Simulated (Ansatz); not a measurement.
# H₆NPSi: taking an electron away

The task here is to estimate one member of a computed series from the others.

Program: Ansatz 0.2.0, Gaussian basis. Level of theory: unrestricted cation, the program's frozen cores in correlated methods. These are calculated values, not measurements.

Plan: UKS PBE-D4/def2-TZVPP; UKS r2SCAN-D4/def2-TZVPP; UKS PBE0-D4/def2-TZVPP; UKS B3LYP-D4/def2-TZVPP; UKS wB97X-V/def2-TZVPP; UKS wB97M-V/def2-TZVPP; UKS B2PLYP/def2-TZVPP; UHF-MP2/def2-TZVPP; UHF-MP2/def2-QZVPP; then −ε(HOMO) from the neutral's earlier runs with LDA (SPW92), PBE-D4, revPBE-D4, BLYP-D4, r2SCAN-D4, B97M-V, PBE0-D4, B3LYP-D4, r2SCANh-D4, r2SCAN0-D4, HSE06-D4, BHLYP-D4, CAM-B3LYP-D4, LC-ωPBE, ωB97X-V, ωB97M-V.

1 further run of the same task is left out (it didn't finish).

## The geometry

An earlier PBE0-D4 in a triple-zeta def2 set relaxation fixed the geometry.

SMILES `N[SiH2]P`, 9 atoms, charge 0, spin multiplicity 1.

Atoms are counted from 1 here; the program's logs count them from 0.

Bond lengths: N1–Si2 1.718 Å, N1–H4 1.007 Å, N1–H5 1.007 Å, Si2–P3 2.257 Å, Si2–H6 1.487 Å, Si2–H7 1.494 Å, P3–H8 1.423 Å, P3–H9 1.422 Å. Angles: Si2–N1–H4 121.1°, Si2–N1–H5 119.9°, H4–N1–H5 111.3°, N1–Si2–P3 108.0°, N1–Si2–H6 106.8°, N1–Si2–H7 114.9°, P3–Si2–H6 109.1°, P3–Si2–H7 110.1°, H6–Si2–H7 107.7°, Si2–P3–H8 92.6°, Si2–P3–H9 93.3°, H8–P3–H9 92.6°.

Set-up of the first run:

Input file in.yaml:

```yaml
crystal:
  periodic: [false, false, false]
  atoms:
    - {symbol: N, position_ang: [-0.941318, 0.534303, -1.133284]}
    - {symbol: Si, position_ang: [0.347154, 0.495494, 0.002234]}
    - {symbol: P, position_ang: [-0.190470, -0.985447, 1.618683]}
    - {symbol: H, position_ang: [-1.181341, -0.278496, -1.676369]}
    - {symbol: H, position_ang: [-1.141555, 1.382504, -1.636809]}
    - {symbol: H, position_ang: [0.437058, 1.854878, 0.597073]}
    - {symbol: H, position_ang: [1.684160, 0.163081, -0.574552]}
    - {symbol: H, position_ang: [-0.081558, -2.092065, 0.730001]}
    - {symbol: H, position_ang: [1.156371, -1.120553, 2.056024]}
basis:
  gaussian: {orbitals: def2-TZVPP}
total_charge: 1
magnetization: {spin_polarized: true, initial_magnetization: 1}
hamiltonian: {xc: pbe, dispersion: d4}
```

Run with:

```sh
> ansatz run in.yaml --threads 2 --pin off --events-out ev --progress --plain --max-ram 4352MiB
```

Among the steps run: Cation, UKS PBE-D4/def2-TZVPP; Cation, UKS r2SCAN-D4/def2-TZVPP; Cation, UKS PBE0-D4/def2-TZVPP; Cation, UKS B3LYP-D4/def2-TZVPP; Cation, UKS wB97X-V/def2-TZVPP; Cation, UKS wB97M-V/def2-TZVPP; Cation, UKS B2PLYP (frozen core)/def2-TZVPP; Cation, UHF-MP2/def2-TZVPP; Cation, UHF-MP2/def2-QZVPP.

One of the session's tables, all rows but one given; the rest of the session is left out.

Orbital estimates, from the neutral's runs:

```
  functional  −ε(HOMO) (eV)
 LDA (SPW92)           5.98
      PBE-D4           5.88
   revPBE-D4           5.84
     BLYP-D4           5.76
   r2SCAN-D4           6.16
      B97M-V           6.28
     PBE0-D4           7.11
    B3LYP-D4           6.90
  r2SCANh-D4           6.62
  r2SCAN0-D4              ?
    HSE06-D4           6.71
    BHLYP-D4           8.17
CAM-B3LYP-D4           8.41
     LC-ωPBE           9.75
     ωB97X-V           9.42
     ωB97M-V           9.24
```

**Question.** Estimate the row for r2SCAN0-D4.

Worked estimate for «−ε(HOMO) (eV)». Against the share of exact exchange, r2SCAN-D4 (0, 6.16), r2SCANh-D4 (0.1, 6.62) give a slope of 4.60 per unit share; at 0.25 the line stands at 7.31.

The run gave: −ε(HOMO) (eV): 7.28. In «−ε(HOMO) (eV)» the line misses by +0.03.
